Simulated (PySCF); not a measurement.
Compound: H2PO (doublet state).
Atom-mapped SMILES: `[O:1]=[PH2:2]` (hydrogens: H3, H4 on P2)

Level of theory: PBE0-D3(BJ)/def2-SVP geometry optimisation, gas phase in PySCF 2.14.0.

**Question.** What internal coordinates does the optimisation give?

**Answer.** 
```json
{"bond": "O1=P2", "length (Å)": "1.515", "order": "double"}
{"bond": "P2–H3, P2–H4", "length (Å)": "1.432", "order": "single"}
```

Bonds in one row agree within 0.01 Å and their mean is given. Orders are formal, as drawn. A selection of angles:
```json
{"angle": "O1–P2–H3", "degrees": "113.7"}
{"angle": "H3–P2–H4", "degrees": "101.3"}
```

P2 (phosphorus bonded to O and 2 H) is pyramidal (angles 113.8°, 113.7° and 101.3°, sum 328.8°, 0.48 Å off the plane of its three neighbours).

Point group: Cs (tolerance 0.08 Å). No frequency check. ⟨S²⟩ = 0.756 (exact for a doublet: 0.75).
